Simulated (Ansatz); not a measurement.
A run on `O[SiH2]O` with other settings.

```yaml
crystal:
  periodic: [false, false, false]
  atoms:
    - {symbol: O, position_ang: [-1.408901, -0.129618, 0.294876]}
    - {symbol: Si, position_ang: [0.124708, 0.621236, 0.028392]}
    - {symbol: O, position_ang: [1.287045, -1.057809, -0.197561]}
    - {symbol: H, position_ang: [-1.840526, -0.296555, -0.364876]}
    - {symbol: H, position_ang: [-0.089343, 1.243017, -1.050190]}
    - {symbol: H, position_ang: [0.593502, 1.222611, 1.139047]}
    - {symbol: H, position_ang: [1.643922, -1.555083, 0.547043]}
basis:
  gaussian: {orbitals: cc-pVTZ, point_charges: [{charge: 2.00, position_ang: [5.871, -0.059, -0.712]}]}
total_charge: -1
magnetization: {spin_polarized: false, initial_magnetization: 1}
hamiltonian: {xc: {name: rPW86-PBE}}
```

```sh
$ ansatz run in.yaml --threads 4 --pin off --events-out ev --progress --plain --max-ram 10444MiB
```

It prints (some lines left out):

```
Functional definition: rPW86-PBE
849 factors; their error is unknown
mean field evaluation 1: about -12054.3397 eV, gradient 4.5e1 eV
mean field evaluation 2: about -12037.1399 eV, gradient 1.0e2 eV
mean field evaluation 4: about -12057.8051 eV, gradient 9.1e0 eV
mean field evaluation 8: about -12057.9943 eV, gradient 9.4e-2 eV
mean field evaluation 16: about -12057.9611 eV, gradient 3.6e-5 eV
mean field -12057.96108483 eV, -443.1218966878 hartree, gradient 3.6e-5 eV, S^2 0.750000; 5 other end points of the search recorded, 0 dependent functions left out
reference -12057.96118945 eV, -443.1219005327 hartree; 18, 17 occupied and 132, 133 virtual orbitals, 849 factors
Total energy: -12057.96118945 eV, -443.1219005327 hartree
```

It took 4.5 s on 4 threads of an Arm Neoverse V1 on a shared host, with 0.26 GiB of host memory at the peak.
